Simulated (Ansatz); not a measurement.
# Worked example: H2As–AsH2, triplet against H₂As–AsH₂, singlet

Geometry (PBE0/def2-TZVP stationary point of a singlet), kept for both states (H2As–AsH2, singlet: A'; H2As–AsH2, triplet: A''):

```xyz
6

As    0.0276    0.0000    1.2417
As    0.0276    0.0000   -1.2417
H    -1.0276    1.0883    1.3713
H    -1.0267   -1.0892    1.3713
H    -1.0276    1.0883   -1.3713
H    -1.0267   -1.0892   -1.3713
```

Basis cc-pVDZ; Ansatz 0.2.0. Only valence electrons are correlated (noble-gas cores and the filled d shells of p-block atoms frozen). Prefix R: restricted or restricted open-shell reference; prefix U: unrestricted. No spin–orbit coupling is included, and no scalar relativity.

Full CI isn't at hand for all of this; UCCSDT(Q) serves as the reference, and is uncertain by the last step of the cluster series or more.

| level | E(H2As–AsH2, singlet) (hartree) | E(H2As–AsH2, triplet) (hartree) |
| --- | --- | --- |
| UHF | -4470.656421 | -4470.500166 |
| UMP2 | -4470.885433 | -4470.715747 |
| UCCSD(T) | -4470.936875 | -4470.768659 |
| PBE | -4473.404824 | -4473.241090 |
| r2SCAN | -4474.062713 | -4473.899680 |
| UCCSDT(Q) | -4470.938361 | -4470.770467 |

Q: Give the vertical gap, H2As–AsH2 triplet less H2As–AsH2 singlet, at each level in eV (1 hartree = 27.2114 eV), and each error against UCCSDT(Q).

A: UCCSDT(Q): (-4470.770467 − (-4470.938361)) × 27.2114 = 4.569 eV (the reference)
r2SCAN: (-4473.899680 − (-4474.062713)) × 27.2114 = 4.436 eV, error -0.133 eV
PBE: (-4473.241090 − (-4473.404824)) × 27.2114 = 4.455 eV, error -0.114 eV
UCCSD(T): (-4470.768659 − (-4470.936875)) × 27.2114 = 4.577 eV, error 0.008 eV
UMP2: (-4470.715747 − (-4470.885433)) × 27.2114 = 4.617 eV, error 0.048 eV
UHF: (-4470.500166 − (-4470.656421)) × 27.2114 = 4.252 eV, error -0.317 eV

Total energies of functionals can't be set beside those of wave-function methods, since they hold the core's correlation and their own absolute errors; only the differences compare.

In so small a basis the reference is far from its limit while semilocal and hybrid functionals are nearer theirs, so the functionals' errors here hold much of the reference's basis and frozen-core error, which can add to them or hide them.

Each level lands on the state that its own search finds. T1 diagnostics of restricted CCSD: 0.013 and 0.019.
